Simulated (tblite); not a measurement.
**Question.** Write Cartesian coordinates for `CC(C)CCF` as optimised with GFN2-xTB.

**Answer.** 
```
atom  x, y, z in Å
C1    -1.450    0.629    1.114
C2    -0.516    0.328   -0.058
C3    -1.005   -0.906   -0.811
C4     0.914    0.143    0.458
C5     1.938    0.001   -0.660
F6     3.210    0.000   -0.133
H7    -1.130    1.522    1.644
H8    -2.466    0.786    0.760
H9    -1.457   -0.202    1.815
H10   -0.531    1.185   -0.741
H11   -0.923   -1.791   -0.183
H12   -0.428   -1.069   -1.718
H13   -2.048   -0.784   -1.094
H14    1.196    1.009    1.062
H15    0.964   -0.740    1.099
H16    1.833   -0.942   -1.204
H17    1.891    0.843   -1.359
```

Orientation and origin are arbitrary. Atoms count from 1 in this order. Of the pairs four or more bonds apart, C5···H12 is among the closest relative to their van der Waals radii: 2.80 Å, 97 % of the sum of Bondi's values.

Bonds between heavy atoms (Å): C1–C2 1.528, C2–C3 1.527, C2–C4 1.532, C4–C5 1.522, C5–F6 1.376.

Computed geometry: GFN2-xTB, gas phase.

Point group: C1 (no symmetry element, even within 0.4 Å). Its GFN2-xTB frequencies are all real (lowest 71 cm⁻¹). One conformer, not necessarily the lowest (C1–C2–C4–C5 -173°, C2–C4–C5–F6 173°). 3 starts were optimised and ended at 0.00, 0.10 and 0.57 kcal/mol (GFN2-xTB); the lowest of these is shown.
